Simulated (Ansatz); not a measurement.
Mulliken charges of CH4S2 (`CSS`) from PBE/def2-TZVPP in Ansatz (PBE0-D4/def2-TZVP geometry).

| atom | x (Å) | y (Å) | z (Å) | charge (e) |
| --- | --- | --- | --- | --- |
| C1 | -0.758 | 0.531 | -0.255 | -0.248 |
| S2 | 0.411 | 0.313 | 1.101 | -0.072 |
| S3 | 1.939 | -0.712 | 0.228 | -0.144 |
| H4 | -1.170 | -0.426 | -0.574 | 0.113 |
| H5 | -0.285 | 1.039 | -1.094 | 0.123 |
| H6 | -1.563 | 1.156 | 0.140 | 0.113 |
| H7 | 1.488 | -1.970 | 0.409 | 0.115 |

Question: By hand: the dipole of these point charges (1 e Å = 4.8032 D).

Answer: Σ q r = (-0.294, -0.068, -0.185) e Å, of length 0.354 e Å = 1.70 D.

Question: How does the dipole of the full density compare? (An estimate is asked.)

Answer: Computed: (-0.285, -0.096, -0.195) e Å, 1.72 D; the point charges give 0.99 times that, at 5° from its direction.

Point charges leave out the atoms' own dipoles, such as those of lone pairs, and Mulliken's split depends on the basis, so the close match here is no proof of good charges.
